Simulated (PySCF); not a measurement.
**HNO: calculation against experiment**

**What was measured.**

NIST CCCBDB Release 22 (SRD 101), experimental dipoles lists, for the gas: dipole moment (microwave Stark effect, vibrational ground state) 1.67 D.

How close the calculation comes is told at the end.

Compound: HNO.
Atom-mapped SMILES: `[NH:1]=[O:2]` (hydrogens: H3 on N1)

Geometry (GFN2-xTB, Å), atoms numbered from 1 in this order:
```
atom  x, y, z in Å
N1    -0.0523    0.4167   -0.0028
O2     0.9730   -0.2086   -0.0115
H3    -0.9092   -0.2106    0.0018
```

The PySCF runs (gas phase, on this GFN2-xTB geometry; no spin–orbit coupling):

| level | job | basis functions | wall time |
| --- | --- | --- | --- |
| PBE0/def2-SVPD | 8 singlets by full TDDFT, 3 Tamm–Dancoff triplets, polarisability | 51 | 2.4 s |

Hardware: an x86-64 server with one thread, on a shared host.

## Comparison

**Dipole moment.** Measured: 1.67 D (NIST CCCBDB Release 22 (SRD 101), experimental dipoles).

```json
{"level": "PBE0/def2-SVPD", "computed (D)": "1.76", "computed − measured (D)": "+0.09", "% (from the printed values)": "+5"}
```

The computed dipoles belong to one fixed geometry; measured ones are averaged over vibrations unless marked μe. Magnitudes are compared, not signs.

No measured geometry was used, and the causes of the misses weren't examined.
